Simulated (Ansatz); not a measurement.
**[OH···H···NH], triplet along the distance O1-H3**

Starting geometry:

```xyz
5

O    -1.1950    0.0024    0.0000
H    -1.4443    0.9289    0.0000
H    -0.2354    0.0024    0.0000
N     1.3680    0.0024    0.0000
H     1.6371   -1.0019    0.0000
```

From there H3 is moved from one fragment to the other while all else, the fragments' distance too, stays fixed, so the hump isn't the reaction's barrier; atoms are numbered as listed. Energies are in eV, counted from the starting geometry at the same level. Kohn–Sham curves are unrestricted where that lies lower.

Basis cc-pVDZ; Ansatz 0.2.0. Correlated methods freeze the noble-gas cores. R marks a restricted (for open shells ROHF) determinant, U an unrestricted one.

Full CI isn't at hand for all of this; UCCSDT(Q) serves as the reference, and is uncertain by about the last step of the cluster series.

```json
{"distance O1-H3 (Å)": "0.892", "PBE0": "0.167"}
{"distance O1-H3 (Å)": "0.960", "PBE0": "0.000"}
{"distance O1-H3 (Å)": "1.040", "PBE0": "0.086"}
{"distance O1-H3 (Å)": "1.121", "PBE0": "0.315"}
{"distance O1-H3 (Å)": "1.201", "PBE0": "0.554"}
{"distance O1-H3 (Å)": "1.282", "PBE0": "0.722"}
{"distance O1-H3 (Å)": "1.362", "PBE0": "0.784"}
{"distance O1-H3 (Å)": "1.443", "PBE0": "0.782"}
{"distance O1-H3 (Å)": "1.523", "PBE0": "0.814"}
```

Problem. Estimate the UCCSDT(Q) curve in cc-pVDZ from this one, knowing how PBE0 errs.

Solution. The computed UCCSDT(Q) values, in eV from the starting point, and the error of PBE0 against them:
```csv
distance O1-H3 (Å),UCCSDT(Q),PBE0 less UCCSDT(Q)
0.892,0.135,0.032
0.960,0.000,0.000
1.040,0.145,-0.058
1.121,0.454,-0.139
1.201,0.787,-0.233
1.282,1.040,-0.319
1.362,1.133,-0.349
1.443,1.096,-0.314
1.523,1.065,-0.250
```

The error spans 0.382 eV and is largest, -0.349 eV, at 1.362 Å.

In so small a basis the reference is far from its limit while semilocal and hybrid functionals are nearer theirs, so the functionals' errors here hold much of the reference's basis and frozen-core error, which can add to them or hide them.
